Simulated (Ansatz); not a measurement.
# H3S+ (singlet): from Hartree-Fock to the top rungs at distance S1–H2 = 1.682 Å, cc-pVDZ

An exercise on one series of results from a longer session: the logs are not shown, and one member is left open.

Computed with Ansatz 0.2.0, Gaussian basis. Level: cc-pVDZ, core rule «outside noble gas», up to 5 orbitals frozen.

To be run: UHF; CCSD(T) on RHF; BCCD(T) on RHF; CISD; CCSDT(Q) on RHF; CCSDTQ on RHF; CASSCF and MRCISD+Q, 2 electrons in 2 orbitals; CASSCF and NEVPT2, 2 electrons in 2 orbitals; CASSCF and MRCISD+Q, 8 electrons in 7 orbitals; CASSCF and NEVPT2, 8 electrons in 7 orbitals.

13 further runs of the same task are left out: 12 that didn't finish, 1 set aside as unsound or not needed.

## The system

The geometry derives from a PBE0/def2-TZVP stationary point (not a proven minimum). One bond is set to the value named and the two fragments are kept rigid.

4 atoms, charge 1, spin multiplicity 1.

Atoms are counted from 1 here; the program's logs count them from 0.

Bond lengths: S1–H3 1.357 Å, S1–H4 1.357 Å. Angles: H3–S1–H4 94.1°.

Set-up of the first run:

Input file in.yaml:

```yaml
crystal:
  periodic: [false, false, false]
  atoms:
    - {symbol: S, position_ang: [-0.007490, -0.000077, -0.067487]}
    - {symbol: H, position_ang: [1.409154, 0.014985, 0.839165]}
    - {symbol: H, position_ang: [-0.596038, 0.987378, 0.653926]}
    - {symbol: H, position_ang: [-0.574857, -0.999910, 0.653846]}
basis:
  gaussian: {orbitals: cc-pVDZ}
total_charge: 1
magnetization: {spin_polarized: true, initial_magnetization: 0}
hamiltonian: {xc: hf}
output: {orbitals: {seedname: orbitals}}
```

Started as:

```sh
$ ansatz run in.yaml --threads 1 --pin off --events-out ev --progress --plain --max-ram 2393MiB
```

Among the steps run: UHF; CCSD(T) on RHF; BCCD(T) on RHF; CISD; CCSDT(Q) on RHF; CCSDTQ on RHF; CASSCF and MRCISD+Q, 2 electrons in 2 orbitals; CASSCF and NEVPT2, 2 electrons in 2 orbitals; CASSCF and MRCISD+Q, 8 electrons in 7 orbitals; CASSCF and NEVPT2, 8 electrons in 7 orbitals.

One table of the session follows, with a row left open; its other results are not shown here.

```
          method  from RCCSDTQ (meV)
             RHF             +5002.2
            RMP2              +905.2
            CISD              +398.8
           RCCSD              +142.6
        RCCSD(T)               +24.2
         BCCD(T)               +24.0
          RCCSDT                +7.7
       RCCSDT(Q)                +0.7
         RCCSDTQ                   0
     CASSCF pair             +4321.6
     NEVPT2 pair              +766.2
     MRCISD pair                   ?
   MRCISD+Q pair                -6.8
  CASSCF valence             +3239.8
  NEVPT2 valence              +695.9
  MRCISD valence              +150.6
MRCISD+Q valence                -2.9
```

Q: Estimate the row for MRCISD pair from the others.

**Answer.** from RCCSDTQ (meV): +279.4. In the column «from RCCSDTQ (meV)» it lies between MRCISD valence (+150.6) and CISD (+398.8).
